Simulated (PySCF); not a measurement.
# The bond of CCl, level by level

An exercise on one series of results from a longer session: the logs are not shown, and one member is left open.

Method: C def2-TZVPPD, Cl def2-TZVPPD, no relativity; program: PySCF 2.14.0.

The first run:

The job is set up so:

```json
{
  "atoms": "C, Cl",
  "charge": "0",
  "basis": "C def2-TZVPPD, Cl def2-TZVPPD",
  "Hamiltonian": "no relativity",
  "basis functions": "88",
  "electrons treated": "23",
  "masses in u": "12.0000, 34.9689",
  "levels": "PBE0, PBE, r²SCAN, B2PLYP, MN15, r²SCAN0, B3LYP, BHandHLYP, ωB97X-V, HF, MP2, SCS-MP2, CCSD, CCSD(T)",
  "grid": "80 radial by 434 angular points",
  "occupations": "held fixed by the projection of orbital angular momentum",
  "dissociation limit": "C + Cl, each in its ground configuration",
  "starting distance in angstrom": "1.680",
  "values of 2S to try": "1, 3"
}
```

On the command line:

```sh
> OMP_NUM_THREADS=2 python dia.py task.json out
```

Steps of the session up to this table: Input; First curve: PBE0; Higher solutions at PBE0; PBE (GGA); r²SCAN (meta-GGA); B2PLYP; MN15 (hybrid meta-GGA); r²SCAN0; B3LYP (global hybrid GGA); BHandHLYP; ωB97X-V (range-separated hybrid); UHF; Correlated methods on the Hartree–Fock reference.

One of the session's tables, all rows but one given; the rest of the session is left out.

It belongs to the step «The curves together». Energy (eV) from each level's lowest point:

```
R (Å)    UHF  UHF-MP2  UHF-SCS-MP2  UHF-CCSD  UHF-CCSD(T)
1.416  1.173    1.037        1.075       n/a          n/a
1.482  0.540    0.446        0.473     0.509        0.527
1.548  0.184    0.130        0.146     0.166        0.177
1.598  0.050    0.024        0.032     0.041        0.046
1.647  0.000    0.000        0.000     0.000        0.000
1.696  0.015    0.039        0.031     0.023        0.018
1.762      ?        ?            ?         ?            ?
1.845  0.315    0.395        0.362     0.340        0.318
1.944  0.637    0.746        0.697     0.668        0.634
2.075  1.127    1.295        1.232       n/a          n/a
```

**Question.** Estimate the row for R (Å) = 1.762.

Worked estimate for «UHF». A straight line through the neighbours (1.696, 0.015) and (1.845, 0.315) gives 0.015 + (0.315 − 0.015) × (1.762 − 1.696) / (1.845 − 1.696) = 0.148; a parabola fitted to 4 rows on both sides gives 0.119.

As computed: UHF: 0.111; UHF-MP2: 0.162; UHF-SCS-MP2: 0.143; UHF-CCSD: 0.128; UHF-CCSD(T): 0.115. In «UHF» the line misses by +0.037 and the parabola by +0.008.
